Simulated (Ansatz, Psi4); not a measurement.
## Heat of formation of NOF (nitrosyl fluoride) from total energies

The species is NOF (3 atoms), meant as a singlet with charge 0. As SMILES, `O=NF`. The shape is that of a PBE0-D4/def2-TZVP optimisation.

```xyz
3

O     0.8683    0.2430    0.5047
N     0.1489   -0.4825    0.0299
F    -1.0173    0.2396   -0.5346
```

Total energies at HF/def2-TZVPP (Psi4 1.11); the atoms run unrestricted:

| species | state | energy (Eh) |
| --- | --- | --- |
| NOF | singlet | -228.721646 |
| O | triplet | -74.815625 |
| N | quartet | -54.402747 |
| F | doublet | -99.411799 |

Harmonic wavenumbers at PBE0-D4/def2-TZVP, in cm⁻¹: 560, 824, 1969.

Measured heats of formation of the gaseous atoms at 298.15 K, in kJ/mol: O 249.2, N 472.4, F 79.4. Spin-orbit lowering of the atoms at 298 K (mean of the ground term's levels less their thermal mean, from spectra), in kJ/mol: O 0.40, F 1.29. Take 1 Eh = 2625.50 kJ/mol, 1 cm⁻¹ = 0.0119627 kJ/mol, RT = 2.479 kJ/mol.

Q: Work out the heat of formation of the gas at 298 K.

A: 
1. Electronic atomisation energy: (-74.815625) + (-54.402747) + (-99.411799) − (-228.721646) = 0.091475 Eh = 240.2 kJ/mol.
2. Zero-point energy: half the sum of the wavenumbers, 1676.5 cm⁻¹ = 20.1 kJ/mol.
3. Thermal vibrational enthalpy, Σ hcν̃/(exp(hcν̃/kT) − 1): 0.7 kJ/mol. Translation, rotation and pV of a non-linear molecule: 4 RT = 9.9 kJ/mol.
4. The 3 free atoms carry 5/2 RT each: 18.6 kJ/mol.
5. Spin-orbit coupling lowers the free atoms by 0.40 + 1.29 = 1.7 kJ/mol.
6. Atomisation enthalpy at 298 K: 240.2 − 1.7 − 20.1 − 0.7 − 9.9 + 18.6 = 226.4 kJ/mol.
7. Sum of the atoms' heats of formation: 801.0 kJ/mol. Heat of formation: 801.0 − 226.4 = +574.6 kJ/mol.

The tabulated value is -65.7 kJ/mol (NIST-JANAF tables; in doubt: newer work gives another value), so this level is off by +640.3 kJ/mol, or 73.9 % of the atomisation enthalpy that the table implies (866.7 kJ/mol). Hartree–Fock leaves out correlation, which is larger in the molecule than in the atoms, so it underbinds and puts the heat of formation too high. Anharmonicity and any spin-orbit splitting of the molecule are left out.
